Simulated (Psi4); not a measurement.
# BH3S2 (SMILES SBS): BHLYP/aug-cc-pVDZ

Aim: the vertical electron affinity of BH3S2 at BHLYP/aug-cc-pVDZ, from 2 runs. 

The results are computed with Psi4 1.11.

1 further run of the same task is left out (set aside as unsound or not needed).

## (1) Starting point

BH3S2 has 6 atoms, charge 0, and is taken as a singlet. As SMILES, `SBS`. The coordinates come from a PBE0-D4/def2-TZVP relaxation. This is one conformer, not always the lowest.

Bond lengths: S1–B2 1.783 Å, B2–S3 1.787 Å, S1–H4 1.346 Å, B2–H5 1.190 Å, S3–H6 1.342 Å. Angles: S1–B2–S3 122.5°, S1–B2–H5 116.2°, S3–B2–H5 121.4°, B2–S1–H4 98.9°, B2–S3–H6 97.3°.

## (2) Energy and gradient at BHLYP/aug-cc-pVDZ

Input file bh3s2.xyz:

```xyz
6
BH3S2
S     -0.819900    -0.605200    -1.516500
B      0.091400    -0.453600     0.008900
S      0.333100     1.114800     0.829800
H     -1.145600     0.688100    -1.694600
H      0.535500    -1.462200     0.457500
H      1.047600     0.654100     1.868800
```

Input file run_ase.py:

```python
import numpy as np
from ase.calculators.psi4 import Psi4
from ase.io import read

atoms = read('bh3s2.xyz')
calc = Psi4(atoms=atoms, method='bhhlyp', basis='aug-cc-pVDZ', memory='1600MB', num_threads=1, charge=0, multiplicity=1, label='calc')
calc.psi4.set_options({'puream': True, 'e_convergence': 1e-09, 'd_convergence': 1e-08, 'scf_type': 'pk', 'dft_radial_points': 99, 'dft_spherical_points': 590})
atoms.calc = calc

forces = atoms.get_forces()
print(f'energy: {atoms.get_potential_energy():.6f} eV')
print('forces / eV A^-1')
print(np.round(forces, 5))
```

Command:

```
$ python run_ase.py
```

calc.dat:

```text
[...]
  Running in c1 symmetry.
[...]
  Nuclear repulsion =  119.768715267477347
[...]
  Multiplicity = 1
[...]
  Nalpha       = 20
  Nbeta        = 20
[...]
    Number of basis functions: 104
[...]
   @RKS iter   1:  -822.99454839470559   -2.70339e-01   3.32488e-03 ADIIS/DIIS
[...]
   @RKS iter  11:  -823.08168197926432   -1.59162e-12   3.97787e-09 DIIS
[...]
    Orbital Energies [Eh]
    ---------------------
    Doubly Occupied:
       1A    -90.078185     2A    -90.076706     3A     -8.351658
       4A     -8.349993     5A     -7.139754     6A     -6.208576
       7A     -6.206959     8A     -6.205483     9A     -6.203732
      10A     -6.203346    11A     -6.201667    12A     -0.877236
      13A     -0.836100    14A     -0.579201    15A     -0.517764
      16A     -0.464091    17A     -0.398862    18A     -0.386647
      19A     -0.372829    20A     -0.315676
[...]
  @RKS Final Energy:  -823.08168197926432
   => Energetics <=
    Nuclear Repulsion Energy =            119.7687152674773472
    One-Electron Energy =               -1372.9852025716331809
    Two-Electron Energy =                 459.1808514875980336
    DFT Exchange-Correlation Energy =     -29.0460461627065420
    Empirical Dispersion Energy =           0.0000000000000000
    VV10 Nonlocal Energy =                  0.0000000000000000
    Total Energy =                       -823.0816819792643173
[...]
 Multipole Moments:
 ------------------------------------------------------------------------------------
     Multipole            Electronic (a.u.)      Nuclear  (a.u.)        Total (a.u.)
 ------------------------------------------------------------------------------------
 L = 1.  Multiply by 2.5417464519 to convert [e a0] to [Debye]
 Dipole X            :         -0.5144300            0.6561935            0.1417635
 Dipole Y            :          0.0515671            0.0595063            0.1110733
 Dipole Z            :         -0.8244478            1.0857936            0.2613458
 Magnitude           :                                                    0.3173890
[...]
  -Total Gradient:
     Atom            X                  Y                   Z
    ------   -----------------  -----------------  -----------------
       1        0.002873496935     0.000745062782     0.004890421612
       2       -0.002364923952     0.006274561144    -0.002152399807
       3       -0.000768435392    -0.004488207185    -0.002479286901
       4        0.000628632958    -0.000717269821     0.000828169745
       5        0.000274116828    -0.001374158123     0.000071986536
       6       -0.000641397974    -0.000439101993    -0.001156225550
[...]
```

On the terminal:

```text
energy: -22397.193378 eV
forces / eV A^-1
[[-0.14776 -0.03831 -0.25148]
 [ 0.12161 -0.32265  0.11068]
 [ 0.03951  0.23079  0.12749]
 [-0.03233  0.03688 -0.04259]
 [-0.0141   0.07066 -0.0037 ]
 [ 0.03298  0.02258  0.05946]]
```

It took 45 s on 1 thread of Intel Xeon Platinum 8488C (Sapphire Rapids), shared host; peak memory 0.81 GiB.

## (3) The doublet anion at the same level

bh3s2.xyz is that of step 2.

Input file job.py:

```python
import psi4

psi4.set_memory(1600000000)
psi4.set_num_threads(1)
psi4.core.set_output_file('psi4.out', False)

with open('bh3s2.xyz') as f:
    atoms = ''.join(f.readlines()[2:])
mol = psi4.geometry('-1 2\n' + atoms + 'symmetry c1\nno_reorient\nno_com')

options = {'basis': 'aug-cc-pVDZ', 'reference': 'uks', 'puream': True, 'e_convergence': 1e-09, 'd_convergence': 1e-08, 'scf_type': 'pk', 'dft_radial_points': 99, 'dft_spherical_points': 590, 'maxiter': 200}
psi4.set_options(options)

e_tot, wfn = psi4.gradient('BHHLYP', molecule=mol, return_wfn=True)
psi4.oeprop(wfn, 'DIPOLE', 'QUADRUPOLE', 'WIBERG_LOWDIN_INDICES', title='BHHLYP')
print('gradient / Eh bohr^-1')
print(e_tot.np.round(6))
print(f'energy = {wfn.energy():.10f} Eh')
```

Command:

```
$ python job.py
```

psi4.out:

```text
[...]
  Running in c1 symmetry.
[...]
  Nuclear repulsion =  119.768715267477347
[...]
  Multiplicity = 2
[...]
  Nalpha       = 21
  Nbeta        = 20
[...]
    Number of basis functions: 104
[...]
   @UKS iter   1:  -822.80199633332882   -7.77868e-02   5.41323e-03 ADIIS/DIIS
[...]
   @UKS iter  25:  -823.04711909623120   -2.33172e-10   9.40276e-09 DIIS
[...]
   @S^2 Observed:                7.554682504E-01
[...]
  @UKS Final Energy:  -823.04711909623120
   => Energetics <=
    Nuclear Repulsion Energy =            119.7687152674773472
    One-Electron Energy =               -1380.8814672499784137
    Two-Electron Energy =                 467.2239563485678673
    DFT Exchange-Correlation Energy =     -29.1583234622979148
    Empirical Dispersion Energy =           0.0000000000000000
    VV10 Nonlocal Energy =                  0.0000000000000000
    Total Energy =                       -823.0471190962311994
[...]
  -Total Gradient:
     Atom            X                  Y                   Z
    ------   -----------------  -----------------  -----------------
       1        0.018918529829    -0.002914964806     0.030018633614
       2       -0.015467204879     0.035200661556    -0.015594002435
       3       -0.003527633570    -0.032647656767    -0.014634811644
       4        0.001521674689    -0.000083458758     0.002449624216
       5       -0.001248544493     0.001786366232    -0.001548830578
       6       -0.000195969252    -0.001339442857    -0.000688298965
[...]
 Multipole Moments:
 ------------------------------------------------------------------------------------
     Multipole            Electronic (a.u.)      Nuclear  (a.u.)        Total (a.u.)
 ------------------------------------------------------------------------------------
 L = 1.  Multiply by 2.5417464519 to convert [e a0] to [Debye]
 Dipole X            :         13.0578534          -13.0283388            0.0295146
 Dipole Y            :        -10.1231907           10.8954049            0.7722143
 Dipole Z            :         19.7732878          -19.4849661            0.2883217
 Magnitude           :                                                    0.8248123
 L = 2.  Multiply by 1.3450342976 to convert [e a0^2] to [Debye ang]
 Quadrupole XX       :        -92.5060142           54.5282355          -37.9777787
 Quadrupole XY       :        -47.5565591           45.6644139           -1.8921451
[...]
```

On the terminal:

```text
gradient / Eh bohr^-1
[[ 1.8919e-02 -2.9150e-03  3.0019e-02]
 [-1.5467e-02  3.5201e-02 -1.5594e-02]
 [-3.5280e-03 -3.2648e-02 -1.4635e-02]
 [ 1.5220e-03 -8.3000e-05  2.4500e-03]
 [-1.2490e-03  1.7860e-03 -1.5490e-03]
 [-1.9600e-04 -1.3390e-03 -6.8800e-04]]
energy = -823.0471190962 Eh
```

Run time: 79 s. Hardware: 1 thread of Intel Xeon Platinum 8488C (Sapphire Rapids), shared host; peak memory 0.77 GiB.

## (4) Outcome

Level: BHLYP/aug-cc-pVDZ.

```
                                         quantity          value
                      singlet BH3S2: total energy  -823.08168 Eh
                     singlet BH3S2: dipole moment         0.81 D
                       singlet BH3S2: HOMO energy       -8.59 eV
                       singlet BH3S2: LUMO energy        0.05 eV
                     singlet BH3S2: HOMO–LUMO gap        8.64 eV
          singlet BH3S2: largest force on an atom     0.362 eV/Å
                      doublet anion: total energy  -823.04712 Eh
doublet anion: HOMO energy (highest over α and β)        1.81 eV
 doublet anion: LUMO energy (lowest over α and β)        3.36 eV
                              doublet anion: ⟨S²⟩          0.755
          doublet anion: largest force on an atom     2.134 eV/Å
vertical electron affinity (to the doublet anion)      -0.941 eV
```

**Reading.** The anion lies 0.94 eV (90.7 kJ/mol) above the neutral: the electron isn't bound at this level, and such a value depends on the basis. The largest force (singlet BH3S2) is 0.36 eV/Å: the shape isn't a stationary point for this species at this level. The HOMO (doublet anion) lies at positive energy, 1.81 eV; only total energies tell whether the electron is bound.
